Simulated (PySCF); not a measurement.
**O: ionisation energy**

O [He] 2s2 2p4 (3P) → O⁺ [He] 2s2 2p3 (4S), as a difference of total energies. Calculation: PySCF 2.14, in aug-cc-pVDZ; the non-relativistic Hamiltonian (point nucleus). Correlated levels: valence: 1s2 frozen. The calculations carry no spin-orbit coupling.

| method | ionisation energy (eV) | plus first-order spin-orbit estimate | error of that sum (eV) |
| --- | --- | --- | --- |
| UHF | 12.057 | 12.067 | -1.551 |
| MP2 (valence) | 13.095 | 13.104 | -0.514 |
| SCS-MP2 (valence) | 13.115 | 13.124 | -0.494 |
| CCSD (valence) | 13.120 | 13.129 | -0.489 |
| CCSD(T) (valence) | 13.148 | 13.157 | -0.461 |
| CCSDT (valence) | 13.152 | 13.161 | -0.457 |

Reference: 13.618 eV (measured; NIST Atomic Spectra Database, ionization energies).

A first-order spin-orbit estimate (lowest level to lowest level, LS coupling) adds 0.009 eV.

Errors of the correlated levels include the incompleteness of this basis and the frozen core.
